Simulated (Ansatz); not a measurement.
A nudged elastic band was laid between two geometries of CH₄NO₂P (9 atoms, charge 0, multiplicity 1).

All numbers below come from Ansatz 0.2.0, RKS PBE-D4/def2-SVP.

```json
{
  "movable images": "5",
  "climbing image": "yes",
  "spring": "5.0 eV/Å²",
  "optimiser": "quadratic models (default)",
  "start path": "through a guess of the saddle point",
  "force threshold": "0.5 eV/Å",
  "iteration limit": "60",
  "end points": "relaxed"
}
```

Image 0:

```xyz
9
Properties=species:S:1:pos:R:3
O -0.061 1.774 0.144
C 0.605 0.639 0.393
O 1.740 0.913 1.049
N 0.295 -0.583 0.094
P -1.207 -0.791 -0.765
H -0.880 1.509 -0.345
H 2.156 0.036 1.185
H -0.769 -1.697 -1.796
H -1.791 -1.847 0.024
```

Image 6:

```xyz
9
Properties=species:S:1:pos:R:3
O -0.288 1.508 0.234
C 0.583 0.504 0.425
O 1.733 0.999 0.910
N 0.432 -0.754 0.210
P -1.011 -1.536 -0.306
H -1.089 1.116 -0.181
H 2.306 0.215 1.036
H -0.680 -1.698 -1.708
H -1.897 -0.402 -0.637
```

**Question.** What changes between the two ends?

**Answer.** No bond is made or broken. The height of P5 over the plane of its neighbours goes from 0.76 to -0.77 Å.

**Question.** What energy profile does the band end with?

**Answer.** The run converged. The highest image is number 2 of 0 to 6, 143.5 kJ/mol above the first end and 136.2 kJ/mol above the last; the last end lies 7.3 kJ/mol above the first. The threshold of 0.5 eV/Å is loose, so the images may lie well off the minimum-energy path. The order of the stationary point at the top wasn't checked.

| image | path coordinate (Å) | energy (kJ/mol) | height of P5 over the plane of its neighbours (Å) |
| --- | --- | --- | --- |
| 0 | 0.00 | 0.0 | 0.76 |
| 1 | 0.63 | 29.0 | 0.56 |
| 2 | 1.26 | 143.5 | -0.04 |
| 3 | 1.83 | 27.8 | -0.63 |
| 4 | 2.39 | 8.1 | -0.77 |
| 5 | 2.95 | 7.6 | -0.77 |
| 6 | 3.51 | 7.3 | -0.77 |

**Question.** What is the geometry of the highest image?

**Answer.** 
```xyz
9
Properties=species:S:1:pos:R:3
O -0.176 1.552 0.076
C 0.651 0.581 0.416
O 1.729 1.025 1.060
N 0.523 -0.707 0.194
P -0.910 -1.162 -0.631
H -0.911 1.039 -0.415
H 2.255 0.217 1.252
H -0.956 -1.222 -2.037
H -2.117 -1.369 0.068
```

The run took 2.6 min on 1 thread of Arm Neoverse V1, on a shared host, peak memory 0.12 GiB.
